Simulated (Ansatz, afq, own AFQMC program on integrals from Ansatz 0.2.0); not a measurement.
# Atomization energy of C2H4FNSi, singlet

```csv
atom,x (Å),y (Å),z (Å)
C,-0.7232,-1.0217,-0.1389
Si,0.6388,0.1257,0.3593
F,2.0432,-0.3357,-0.3060
C,0.2841,1.8270,-0.3091
N,0.0316,2.8814,-0.7201
H,-0.5248,-2.0401,0.2285
H,-1.6829,-0.6824,0.2814
H,-0.8178,-1.0566,-1.2346
H,0.8397,0.2562,1.8223
```

Atoms in their ground-state spins without spin–orbit coupling (mostly on UHF) minus the molecule (RHF), without zero-point energy. The geometry is a stationary point, not shown to be a minimum.

Basis def2-SVP. Noble-gas cores (and the filled d shells of Ga–Kr and In–Xe) are frozen. Ansatz 0.2.0 and our own AFQMC program on the same integrals; the CISD trial comes from CCSD amplitudes, and released means the phaseless constraint is let go. ± is one standard error of the sampling. The errors of all members are added in quadrature.

No full CI on the walks' own integrals is used here. The released AFQMC energy serves as the reference, which it does only where one determinant dominates, the energy is flat over the last release times and near the phaseless one (40 meV or 2 meV an electron, half that with transition metals). On small molecules, where full CI could be run and the noise was under 10 meV, such values lay within 10 meV of it in 19 cases of 20, a flattering rate, since the rule was set on those same cases; what remains of the bias isn't in the error bar. Each member takes its own surest rung, up to full CI.

The best estimate is CCSD(T) at the basis-set limit (CBS: def2-TZVPP and def2-QZVPP, with their diffuse functions for anions and beside diffuse sets, CCSD(T) itself extrapolated) plus the step from CCSD(T) to AFQMC with the constraint released in def2-SVP. Rows without CBS are in def2-SVP, the functionals in def2-TZVP; B2PLYP and the wave-function rows carry a basis error of their own. Core correlation and relativity beyond core potentials are missing, and ± holds the sampling alone.

Cautions: C₂H₄FNSi (singlet): the released value is read at 0.90 1/Eh with a noise of 12 meV, more than in the cases checked (meV from the phaseless value at times in 1/Eh: 4 ± 10 at 0.21, -6 ± 9 at 0.42, -5 ± 10 at 0.63, 0 ± 12 at 0.90); other spins of the molecule weren't checked.

| level | atomization energy (eV) |
| --- | --- |
| B2PLYP | 38.485 |
| HF | 27.909 |
| r2SCAN | 38.694 |

(1) From these cheaper values, estimate the atomization energy at the level of the best estimate.

(1) 38.944 ± 0.012 eV (best estimate, highest rung released AFQMC).

```json
{"level": "MP2", "atomization energy (eV)": "37.394", "error against the best estimate (eV)": "-1.549 ± 0.012"}
{"level": "CCSD", "atomization energy (eV)": "36.034", "error against the best estimate (eV)": "-2.909 ± 0.012"}
{"level": "CCSD(T)", "atomization energy (eV)": "36.520", "error against the best estimate (eV)": "-2.424 ± 0.012"}
{"level": "ph-AFQMC/CISD", "atomization energy (eV)": "36.580 ± 0.013", "error against the best estimate (eV)": "-2.364 ± 0.018"}
{"level": "released AFQMC", "atomization energy (eV)": "36.566 ± 0.013", "error against the best estimate (eV)": "-2.377"}
{"level": "HF/CBS", "atomization energy (eV)": "28.101", "error against the best estimate (eV)": "-10.843 ± 0.012"}
{"level": "MP2/CBS", "atomization energy (eV)": "39.916", "error against the best estimate (eV)": "0.972 ± 0.012"}
{"level": "CCSD(T)/CBS", "atomization energy (eV)": "38.894", "error against the best estimate (eV)": "-0.050 ± 0.012"}
{"level": "PBE", "atomization energy (eV)": "39.507", "error against the best estimate (eV)": "0.563 ± 0.012"}
{"level": "PBE0", "atomization energy (eV)": "38.552", "error against the best estimate (eV)": "-0.391 ± 0.012"}
{"level": "B3LYP", "atomization energy (eV)": "38.514", "error against the best estimate (eV)": "-0.429 ± 0.012"}
{"level": "wB97M-V", "atomization energy (eV)": "38.931", "error against the best estimate (eV)": "-0.012 ± 0.012"}
```

Correlation beyond CCSD(T) adds 0.050 ± 0.012 eV. Going to the basis-set limit adds 2.374 eV at CCSD(T). The perturbative (T) step is worth +0.485 eV. The functionals spread over 1.022 eV; wB97M-V comes nearest and PBE is 0.563 eV too high.

Best estimates are given only where the step beyond CCSD(T) is under 0.3 eV and no member's determinant is very poor (T1 over 0.05, or 0.07 for open shells, ⟨S²⟩ too high by 0.3, two states mixed), so the hardest cases are missing from such tables.

The functionals ran in a triple-zeta set and keep a basis error of their own, a few kJ/mol for each bond in atomization energies and more for double hybrids, so close places among them and the extrapolated levels can swap.

Each member of a difference takes its own highest rung, so a best estimate needn't equal the limit plus the step of one row. Released energies are given only where the last usable release times agree within the noise; a slower fall can still hide under it.
